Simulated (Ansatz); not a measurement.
**Scan of the H4–C1–N2–C3 dihedral angle**

C2H6N (SMILES [CH2]NC), doublet, at its PBE0-D4/def2-TZVP minimum:

C1  (-0.510, 0.689, -1.045)
N2  (-0.214, 0.467, 0.282)
C3  (0.482, -0.740, 0.647)
H4  (-0.777, -0.178, -1.635)
H5  (-0.941, 1.648, -1.298)
H6  (0.089, 1.285, 0.787)
H7  (-0.077, -1.603, 0.276)
H8  (1.499, -0.794, 0.235)
H9  (0.538, -0.821, 1.734)
(Å)

The dihedral angle H4–C1–N2–C3 (36.2° at the minimum) is set to the values below, the two halves turning rigidly about the central bond. Each method's energies count from its own value at the PBE0-D4 minimum structure. Program: Ansatz 0.2.0. Basis: def2-TZVPP. Cores are frozen in the correlated methods; orbitals are unrestricted.

CCSD(T) energies along the scan:
| dihedral angle (°) | CCSD(T) (kJ/mol) |
| --- | --- |
| -177.4 | 13.96 |
| -137.4 | 7.96 |
| -97.4 | 27.17 |
| -57.4 | 57.23 |
| -17.4 | 29.39 |
| 22.6 | 2.13 |
| 62.6 | 8.22 |
| 102.6 | 47.98 |
| 142.6 | 50.80 |
They count from the CCSD(T) energy at the PBE0-D4 minimum.

Largest difference from the CCSD(T) curve over the scan: PBE-D4 7.38; PBE0-D4 0.60; MP2 1.75 kJ/mol. Each curve counts from its own value at the minimum.

T1 diagnostic: at most 0.019. ⟨S²⟩ of the unrestricted Hartree–Fock references: 0.76 (a pure state has 0.75).

For scale, one of the runs: CCSD(T)/def2-TZVPP, 177 basis functions (an equivalent command: `ansatz run in.yaml --threads 4`). Time: 76 s of wall clock on 4 CPU threads; the host was shared. Peak host memory: 4.3 GiB.
